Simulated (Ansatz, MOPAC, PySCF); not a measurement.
Complex: CH3NO (SMILES NC=O) (first 6 atoms) with CH3NO (SMILES NC=O); geometry from NCB31 set.
(charge 0, multiplicity 1):
```json
[
 {"atom": "O", "x (Å)": "-1.1411", "y (Å)": "1.4452", "z (Å)": "0.0000"},
 {"atom": "C", "x (Å)": "-0.0618", "y (Å)": "2.0309", "z (Å)": "0.0000"},
 {"atom": "H", "x (Å)": "-0.0137", "y (Å)": "3.1302", "z (Å)": "0.0000"},
 {"atom": "N", "x (Å)": "1.1411", "y (Å)": "1.4359", "z (Å)": "0.0000"},
 {"atom": "H", "x (Å)": "1.2177", "y (Å)": "0.4165", "z (Å)": "0.0000"},
 {"atom": "H", "x (Å)": "1.9714", "y (Å)": "2.0021", "z (Å)": "0.0000"},
 {"atom": "O", "x (Å)": "1.1411", "y (Å)": "-1.4452", "z (Å)": "0.0000"},
 {"atom": "C", "x (Å)": "0.0618", "y (Å)": "-2.0309", "z (Å)": "0.0000"},
 {"atom": "H", "x (Å)": "0.0137", "y (Å)": "-3.1302", "z (Å)": "0.0000"},
 {"atom": "N", "x (Å)": "-1.1411", "y (Å)": "-1.4359", "z (Å)": "0.0000"},
 {"atom": "H", "x (Å)": "-1.2177", "y (Å)": "-0.4165", "z (Å)": "0.0000"},
 {"atom": "H", "x (Å)": "-1.9714", "y (Å)": "-2.0021", "z (Å)": "0.0000"}
]
```

Interaction energies are E(AB) − E(A) − E(B) at the monomers' geometry in the complex; basis-set methods are counterpoise corrected. Rows marked so take none.

Rows in 3-21G carry no dispersion term and start afresh at each structure. The state that AM1 reach isn't checked.

Codes used: Ansatz (Gaussian basis) for Hartree–Fock, density functionals and correlated methods; MOPAC for AM1 (differences of heats of formation); PySCF for 3-21G rows, the dispersion terms. Each number belongs to the level named beside it.

Question: One of these levels gives -51.0 kJ/mol for the interaction energy. Which one is it?
(A) HF/aug-cc-pVDZ
(B) AM1
(C) revPBE-D4/def2-TZVPPD
(D) B3LYP/3-21G (no counterpoise)

Answer: A, HF/aug-cc-pVDZ. The others give -26.4 (AM1), -62.9 (revPBE-D4/def2-TZVPPD), -118.3 (B3LYP/3-21G (no counterpoise))

Ansatz is an electronic-structure program.
